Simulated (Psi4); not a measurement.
# OH (SMILES [OH]) at UMP3/aug-cc-pVTZ

Aim: the vertical doublet–quartet gap of OH at UMP3/aug-cc-pVTZ, from 2 runs. 

The results are computed with Psi4 1.11.

## 1. The structure to begin with

OH: 2 atoms, total charge 0, spin state doublet. SMILES: `[OH]`. The coordinates come from a PBE0-D4/def2-TZVP relaxation.

Bond lengths: O1–H2 0.973 Å.

## 2. The energy at UMP3/aug-cc-pVTZ

ho.py reads:

```python
import psi4

psi4.set_memory(2200000000)
psi4.set_num_threads(1)
psi4.core.set_output_file('psi4.out', False)

mol = psi4.geometry("""
0 2
O      0.78589930    -0.25161703     0.40544074
H     -0.78589930     0.25161703    -0.40544074
units au
symmetry c1
no_reorient
no_com
""")

options = {'basis': 'aug-cc-pVTZ', 'reference': 'uhf', 'puream': True, 'e_convergence': 1e-09, 'd_convergence': 1e-08, 'scf_type': 'pk', 'num_frozen_docc': 1, 'maxiter': 100, 'mp_type': 'conv'}
psi4.set_options(options)

e_tot, wfn = psi4.energy('mp3', molecule=mol, return_wfn=True)
print(f'total energy {e_tot:.8f} hartree = {e_tot * 27.211386:.5f} eV')
```

Run with:

```console
$ python ho.py
```

psi4.out:

```text
[...]
  Running in c1 symmetry.
[...]
  Nuclear repulsion =    4.350574249077810
[...]
  Multiplicity = 2
[...]
  Nalpha       = 5
  Nbeta        = 4
[...]
    Number of basis functions: 69
[...]
   @UHF iter   1:   -75.39738199136528   -7.48489e-01   3.34280e-03 DIIS/ADIIS
[...]
   @UHF iter  11:   -75.42151449143772   -2.57359e-11   8.80136e-09 DIIS
[...]
   @S^2 Observed:                7.571303205E-01
[...]
    Orbital Energies [Eh]
    ---------------------
    Alpha Occupied:
       1A    -20.641369     2A     -1.389189     3A     -0.682032
       4A     -0.658500     5A     -0.561604
    Alpha Virtual:
       6A      0.029803     7A      0.136305     8A      0.152845
       9A      0.162184    10A      0.183804    11A      0.262413
      12A      0.268551    13A      0.275063    14A      0.425656
      15A      0.629535    16A      0.638676    17A      0.649283
      18A      0.714500    19A      0.729188    20A      0.854131
      21A      0.874749    22A      0.881406    23A      0.927186
      24A      0.937636    25A      0.938708    26A      0.980750
[...]
  @UHF Final Energy:   -75.42151449143772
   => Energetics <=
    Nuclear Repulsion Energy =              4.3505742490778099
    One-Electron Energy =                -112.6274997916322320
    Two-Electron Energy =                  32.8554110511167039
    Total Energy =                        -75.4215144914377191
  UHF NO Occupations:
  HONO-2 :    3  A 1.9991881
  HONO-1 :    4  A 1.9978662
[...]
 Multipole Moments:
 ------------------------------------------------------------------------------------
     Multipole            Electronic (a.u.)      Nuclear  (a.u.)        Total (a.u.)
 ------------------------------------------------------------------------------------
 L = 1.  Multiply by 2.5417464519 to convert [e a0] to [Debye]
 Dipole X            :         -6.0944268            5.5012951           -0.5931317
 Dipole Y            :          1.9512189           -1.7613192            0.1898997
 Dipole Z            :         -3.1440783            2.8380852           -0.3059931
 Magnitude           :                                                    0.6939012
[...]
	SCS-MP2 Total Energy (a.u.)        :   -75.62578232463781
	SOS-MP2 Total Energy (a.u.)        :   -75.62551087304132
[...]
	SOS-PI-MP2 Total Energy (a.u.)     :   -75.64120290239545
[...]
	MP2 Total Energy (a.u.)            :   -75.62632522783082
[...]
	SCS-MP3 Total Energy (a.u.)        :   -75.62867308965593
[...]
	MP3 Total Energy (a.u.)            :   -75.63788828790334
[...]
```

On the terminal:

```text
total energy -75.63788829 hartree = -2058.21177 eV
```

Wall time 5.1 s (1 thread of Intel Xeon 6975P-C (Granite Rapids), shared host); peak memory 0.47 GiB.

## 3. The quartet

ho.inp reads:

```
memory 2200 MB

molecule {
  0 4
  O      0.415880    -0.133150     0.214550
  H     -0.415880     0.133150    -0.214550
  symmetry c1
}

set basis aug-cc-pVTZ
set reference uhf
set puream true
set e_convergence 1e-09
set d_convergence 1e-08
set scf_type pk
set num_frozen_docc 1
set maxiter 100
set mp_type conv

e_tot, wfn = energy("mp3", return_wfn=True)
print_variables()
```

Run with:

```console
$ psi4 -n 1 ho.inp ho.out
```

ho.out:

```text
[...]
  Running in c1 symmetry.
[...]
  Nuclear repulsion =    4.350574239688279
[...]
  Multiplicity = 4
[...]
  Nalpha       = 6
  Nbeta        = 3
[...]
    Number of basis functions: 69
[...]
   @UHF iter   1:   -75.10678574877642   -4.57893e-01   5.40956e-03 ADIIS/DIIS
[...]
   @UHF iter  12:   -75.19506815574202   -5.67013e-12   3.79922e-09 DIIS
[...]
   @S^2 Observed:                3.759556761E+00
[...]
    Orbital Energies [Eh]
    ---------------------
    Alpha Occupied:
       1A    -20.945067     2A     -1.698930     3A     -0.942989
       4A     -0.930220     5A     -0.930220     6A     -0.197046
    Alpha Virtual:
       7A      0.066900     8A      0.097525     9A      0.097525
      10A      0.119013    11A      0.206230    12A      0.239263
      13A      0.239263    14A      0.363205    15A      0.531705
      16A      0.531705    17A      0.557333    18A      0.637102
      19A      0.637102    20A      0.743782    21A      0.743782
      22A      0.782223    23A      0.815074    24A      0.895753
      25A      0.895753    26A      0.936209    27A      0.936209
[...]
  @UHF Final Energy:   -75.19506815574202
   => Energetics <=
    Nuclear Repulsion Energy =              4.3505742396882789
    One-Electron Energy =                -110.4152164469346928
    Two-Electron Energy =                  30.8695740515043973
    Total Energy =                        -75.1950681557420069
  UHF NO Occupations:
  HONO-2 :    4  A 1.0000000
  HONO-1 :    5  A 1.0000000
[...]
 Multipole Moments:
 ------------------------------------------------------------------------------------
     Multipole            Electronic (a.u.)      Nuclear  (a.u.)        Total (a.u.)
 ------------------------------------------------------------------------------------
 L = 1.  Multiply by 2.5417464519 to convert [e a0] to [Debye]
 Dipole X            :          0.0000000            0.0000000            0.0000000
 Dipole Y            :         -0.0000000           -0.0000000           -0.0000000
 Dipole Z            :          2.1709865           -0.8578758            1.3131107
 Magnitude           :                                                    1.3131107
[...]
	SCS-MP2 Total Energy (a.u.)        :   -75.34541883572217
	SOS-MP2 Total Energy (a.u.)        :   -75.34370696758886
[...]
	SOS-PI-MP2 Total Energy (a.u.)     :   -75.35514072234631
[...]
	MP2 Total Energy (a.u.)            :   -75.34884257198878
[...]
	SCS-MP3 Total Energy (a.u.)        :   -75.34937604036185
[...]
	MP3 Total Energy (a.u.)            :   -75.36467139054750
[...]
```

It took 4.8 s on 1 thread of Intel Xeon 6975P-C (Granite Rapids), shared host; peak memory 0.49 GiB.

## 4. What came out

At UMP3/aug-cc-pVTZ, 1 core orbital frozen:

| quantity | value |
| --- | --- |
| doublet: total energy | -75.63789 Eh |
| doublet: HOMO energy (Hartree–Fock orbitals) (highest over α and β) | -13.97 eV |
| doublet: LUMO energy (Hartree–Fock orbitals) (lowest over α and β) | 0.81 eV |
| doublet: correlation energy (1 core orbital frozen) | -216.4 mEh |
| doublet: ⟨S²⟩ of the reference determinant | 0.757 |
| quartet: total energy | -75.36467 Eh |
| quartet: HOMO energy (Hartree–Fock orbitals) (highest over α and β) | -5.36 eV |
| quartet: LUMO energy (Hartree–Fock orbitals) (lowest over α and β) | -1.89 eV |
| quartet: correlation energy (1 core orbital frozen) | -169.6 mEh |
| quartet: ⟨S²⟩ of the reference determinant | 3.760 |
| vertical energy of the quartet above the doublet | 7.435 eV |

At this shape the quartet lies 7.43 eV (171 kcal/mol) above the doublet.
